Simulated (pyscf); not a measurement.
H₃Si–AsH–SiH₃ (SMILES [SiH3][AsH][SiH3]) -> H₂Si=AsH (SMILES [SiH2]=[AsH]) + SiH₄ (SMILES [SiH4]) (elimination; singlet surface; H–Si, As–Si broken, H–Si formed). Structures and frequencies: ωB97X-D3(BJ)/def2-SVP in PySCF. MP2 and CC: frozen core, UHF for open shells. ΔMP2 is the change of the MP2 total energy from the triple- to the quadruple-zeta basis. Rate constants from transition-state theory at the high-pressure limit, CCSD(T)/def2-TZVPP + ΔMP2(QZVPP) energies (ideal gas, 1 atm, RRHO with modes under 100 cm⁻¹ raised to 100, one conformer, R ln 2 for chiral ones without a mode under 150 cm⁻¹; no tunnelling), k in s⁻¹.

```csv
T (K),1000/T,log10 k
298,3.354,-30.62
600,1.667,?
900,1.111,-2.01
1200,0.833,1.53
```

Fit an Arrhenius line to the three values, give the activation energy, and predict k at 600 K.

Least squares gives log10 k = 12.16 − 12.75 × 1000/T, so Ea = 12.75 × ln 10 × 1.987 = 58.3 kcal/mol, against an electronic barrier of 58.8. At 600 K the line gives -9.09; the computed value is -9.09 (ΔG‡ = 60.9 kcal/mol), close to the line. At the saddle there is also a short Si–Si contact that neither side keeps. One saddle was located; it need not be the lowest between these sides. The CCSD(T) − MP2 part came from Ansatz, without density fitting, on the same reference. The frozen core leaves the outer d or s,p core shells of the metals and heavy elements correlated in the MP2 and CC values, and def2-TZVPP describes them poorly, which can shift differences by a few kcal/mol. Elements up to Kr have no core potential and no relativistic terms here.
